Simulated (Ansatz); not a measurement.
**CH3OSi−: single points off equilibrium**

One table from this session's results is given with a row withheld; the runs are named, their logs left out.

Computed with Ansatz 0.2.0, Gaussian basis. Level: single points in def2-TZVPPD.

Cores are frozen in the correlated methods. B3LYP uses VWN-RPA correlation.

## Starting geometry

6 atoms, charge -1, spin multiplicity 1.

Atoms are counted from 1 here; the program's logs count them from 0.

Bond lengths: C1–O2 1.598 Å, C1–Si3 1.605 Å, C1–H4 1.140 Å, O2–Si3 1.516 Å, Si3–H6 1.388 Å. Angles: O2–C1–Si3 56.5°, O2–C1–H4 119.0°, Si3–C1–H4 111.7°, C1–O2–Si3 62.0°, C1–Si3–O2 61.5°, C1–Si3–H6 139.8°, O2–Si3–H6 116.4°.

As a file:

```xyz
6

C    -1.04390   -0.74700    0.10120
O     0.50470   -1.14230    0.09940
Si    0.14100    0.31170    0.32940
H    -1.57280   -0.57950   -0.89490
H     1.31350    1.22230   -0.97840
H     0.80140    0.95750    1.36490
```

The first run:

run/in.yaml

```yaml
crystal:
  periodic: [false, false, false]
  atoms:
    - {symbol: C, position_ang: [-1.043900, -0.747000, 0.101200]}
    - {symbol: O, position_ang: [0.504700, -1.142300, 0.099400]}
    - {symbol: Si, position_ang: [0.141000, 0.311700, 0.329400]}
    - {symbol: H, position_ang: [-1.572800, -0.579500, -0.894900]}
    - {symbol: H, position_ang: [1.313500, 1.222300, -0.978400]}
    - {symbol: H, position_ang: [0.801400, 0.957500, 1.364900]}
basis:
  gaussian: {orbitals: "def2-TZVPPD.json"}
total_charge: -1
correlation: {method: ccsd_t}
output: {forces: true}
```

The basis file named in the input lies beside it (Basis Set Exchange, JSON).

The command line of these runs was not kept.

Among the steps run: CCSD(T)/def2-TZVPPD; PBE0-D4/def2-TZVPPD; wB97M-V/def2-TZVPPD; r2SCAN-D4/def2-TZVPPD; PBE-D4/def2-TZVPPD; B3LYP-D4/def2-TZVPPD; HSE06-D4/def2-TZVPPD.

One of the session's tables, all rows but one given; the rest of the session is left out.

| method | RMS force component (eV/Å) | angle to CCSD(T) forces (°) |
| --- | --- | --- |
| CCSD(T) | 3.556 | reference |
| PBE0-D4 | 3.286 | 2.6 |
| wB97M-V | 3.289 | 2.0 |
| r2SCAN-D4 | ? | ? |
| PBE-D4 | 3.499 | 3.7 |
| B3LYP-D4 | 3.340 | 1.1 |
| HSE06-D4 | 3.294 | 2.5 |

Estimate the missing values for r2SCAN-D4.

The run gave: RMS force component (eV/Å): 3.375; angle to CCSD(T) forces (°): 1.3. In the column «RMS force component (eV/Å)» it lies between B3LYP-D4 (3.340) and PBE-D4 (3.499).
